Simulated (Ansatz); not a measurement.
System: corundum (α-Al2O3). Method: RPBE (PAW; Ansatz, a first-principles code).

Numerical settings: plane-wave cutoff 520 eV, 8×8×8 k mesh, Fermi–Dirac smearing 0.01 eV, scalar-relativistic PAW data made under PBE.

Results at a series of volumes:

| V (Å³/atom) | E − E_lowest (meV/atom) |
|---|---|
| 8.596 | 10.41 |
| 8.775 | 2.51 |
| 8.954 | 0.00 |
| 9.134 | 2.38 |
| 9.313 | 9.18 |

Task: What bulk modulus B0 and pressure derivative B′ does a third-order Birch–Murnaghan fit give?

Result: V0 = 8.954 Å³/atom, B0 = 218 GPa, B′ = 4.0 (fit to the energies at full precision).

Shape and atoms are relaxed at each volume.

Measured, for comparison: bulk modulus 254 GPa (298 K, copied from a table, unchecked, no zero-point or thermal correction, with K' = 4.34, our sources range from 239 to 254; as tabulated in BurnMan's mineral tables). Computed (rounded) less measured: bulk modulus not scored (unchecked).

Note: the bulk modulus comes from volumes at which shape and atoms were relaxed.

Computed values are for the static lattice.
